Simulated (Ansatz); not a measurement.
Results of LDA (Ansatz, a first-principles code, PAW) for cubic perovskite BaTiO3 (cubic high-temperature phase).

Numerical settings: plane-wave cutoff 520 eV, 6×6×6 k mesh, no spin polarisation, scalar-relativistic PAW data made under PBE.

Cell (measured lattice):

```xyz
5
Lattice="4.0010 0.0000 0.0000 0.0000 4.0010 0.0000 0.0000 0.0000 4.0010" Properties=species:S:1:pos:R:3 pbc="T T T"
Ba     0.0000     0.0000     0.0000
Ti     2.0005     2.0005     2.0005
O      2.0005     0.0000     2.0005
O      0.0000     2.0005     2.0005
O      2.0005     2.0005     0.0000
```

**Question.** Predict the Poisson ratio, elastic constant C12, Voigt–Reuss–Hill shear modulus (Hill average), Voigt–Reuss–Hill bulk modulus, elastic constant C11 and elastic constant C44.

**Answer.** 
- Poisson ratio: 0.219
- elastic constant C12: 94.7 GPa
- Voigt–Reuss–Hill shear modulus (Hill average): 107 GPa
- Voigt–Reuss–Hill bulk modulus: 155 GPa
- elastic constant C11: 275 GPa
- elastic constant C44: 120 GPa

Note: held by symmetry at 0 K, a high-temperature phase can be a saddle point; the cell isn't this level's own, so it is under some stress, which shifts stiffness and frequencies.

Elastic constants are with the ions relaxed.

Spin–orbit coupling is not included.

Static lattice: no zero-point or thermal effects.
